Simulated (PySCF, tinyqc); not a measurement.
Worked calculation: FCI on RHF in the sto-3g basis, frozen core, for HF, spin multiplicity 1. The lowest restricted solution is unstable here: a spin-polarised one lies 0.0596 hartree lower (PySCF). One step of it, computed by the program tinyqc.

Question. FCI: roots. Diagonalise (each vector has its largest component positive (the first on a tie)); all determinants have Ms = 0, so triplets appear too. The lowest singlet root is the correlation energy.

Occupation strings over the orbitals (2 doubly, a alpha, b beta, 0 empty; spin orbitals ordered 1a 1b 2a 2b ...): 222220 2222ab 2a222b 2222ba 2b222a 222202 2a22b2 222022 220222 2b22a2 202222

H - E(HF) between determinants (hartree):
```
,222220,2222ab,2a222b,2222ba,2b222a,222202,2a22b2,222022,220222,2b22a2,202222
222220,0.000000,0.000000,0.000000,0.000000,0.000000,0.264112,-0.022688,0.027665,0.027665,0.022688,0.091497
2222ab,0.000000,0.278045,-0.008902,-0.264112,-0.022688,0.048662,0.060578,0.024940,0.024940,-0.023626,0.088518
2a222b,0.000000,-0.008902,1.107374,-0.022688,-0.091497,-0.060578,-0.243884,0.019105,0.019105,0.088518,0.015114
2222ba,0.000000,-0.264112,-0.022688,0.278045,-0.008902,-0.048662,-0.023626,-0.024940,-0.024940,0.060578,-0.088518
2b222a,0.000000,-0.022688,-0.091497,-0.008902,1.107374,0.060578,0.088518,-0.019105,-0.019105,-0.243884,-0.015114
222202,0.264112,0.048662,-0.060578,-0.048662,0.060578,0.583275,0.044457,0.030727,0.030727,-0.044457,0.118443
2a22b2,-0.022688,0.060578,-0.243884,-0.023626,0.088518,0.044457,1.441613,0.018363,0.018363,-0.118443,0.082314
222022,0.027665,0.024940,0.019105,-0.024940,-0.019105,0.030727,0.018363,0.680025,0.053770,-0.018363,0.192627
220222,0.027665,0.024940,0.019105,-0.024940,-0.019105,0.030727,0.018363,0.053770,0.680025,-0.018363,0.192627
2b22a2,0.022688,-0.023626,0.088518,0.060578,-0.243884,-0.044457,-0.118443,-0.018363,-0.018363,1.441613,-0.082314
202222,0.091497,0.088518,0.015114,-0.088518,-0.015114,0.118443,0.082314,0.192627,0.192627,-0.082314,2.515939
```

Give: lowest roots of this matrix, relative to E(HF); lowest vectors; <S^2> of these roots; weight of the ground state by excitation level 0, 1, 2, ....

Answer.

lowest roots of this matrix, relative to E(HF) (hartree): -0.106  0.012  0.506  0.626  0.641  0.730  0.951  1.012

lowest vectors:
```
,root 1,root 2,root 3,root 4
222220,0.931,0.000,-0.150,0.000
2222ab,0.028,0.707,0.662,0.000
2a222b,-0.011,0.020,-0.064,0.000
2222ba,-0.028,0.707,-0.662,0.000
2b222a,0.011,0.020,0.064,0.000
222202,-0.361,0.000,-0.280,0.000
2a22b2,0.020,-0.018,-0.061,0.000
222022,-0.016,0.000,-0.052,0.707
220222,-0.016,0.000,-0.052,-0.707
2b22a2,-0.020,-0.018,0.061,0.000
202222,-0.017,0.000,-0.019,0.000
```

<S^2> of these roots: 0.000  2.000  0.000  0.000  0.000  0.000  2.000  0.000

weight of the ground state by excitation level 0, 1, 2, ...: 0.866  0.002  0.132

The reference has a weight of only 0.87: one determinant is a poor start here.
